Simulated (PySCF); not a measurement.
Computed with PySCF 2.14.0 with B3LYP-D3(BJ)/def2-TZVP. All species are isolated molecules in the gas phase. B3LYP has the VWN-RPA correlation part, as in Gaussian. Delta-SCF ions had no search for a lower state. 

Reference species (SMILES): `CC` (neutral, multiplicity 1).

| Quantity | Value |
|---|---|
| S1 oscillator strength | 0.000 |
| vertical ionisation energy (Delta-SCF) | 12.25 eV |

Changed species: `CCC#N` (X = cyano; the reference has X = H).

**Question.** Predict the effect on the S1 oscillator strength and vertical ionisation energy (Delta-SCF).

**Answer.** the S1 oscillator strength hardly moves; the vertical ionisation energy (Delta-SCF) drops by 0.44 eV, to 11.81 eV.
